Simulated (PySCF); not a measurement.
Stepwise substitution at one centre (Al F-SiH3). All species are isolated molecules in the gas phase. Strings in code marks are SMILES.

Method: PySCF 2.14.0 with B3LYP-D3(BJ)/def2-TZVP // PBE0-D4/def2-TZVP. B3LYP has the VWN-RPA correlation part, as in Gaussian. 

| species | dipole moment (D) | HOMO (eV) | LUMO (eV) |
|---|---|---|---|
| 0 of 3 F replaced by SiH3 (`[F][Al]([F])[F]`) | 0.00 | -11.42 | [?] |
| 1 of 3 F replaced by SiH3 (`[F][Al]([F])[SiH3]`) | 1.80 | -8.47 | [?] |
| 2 of 3 F replaced by SiH3 (`[F][Al]([SiH3])[SiH3]`) | 1.11 | -7.14 | [?] |
| 3 of 3 F replaced by SiH3 | 0.23 | -7.11 | -2.79 |

Question: Fill in the missing entries.

Answer: 
- 0 of 3 F replaced by SiH3 (`[F][Al]([F])[F]`), LUMO (eV): -1.89
- 1 of 3 F replaced by SiH3 (`[F][Al]([F])[SiH3]`), LUMO (eV): -1.66
- 2 of 3 F replaced by SiH3 (`[F][Al]([SiH3])[SiH3]`), LUMO (eV): -2.27
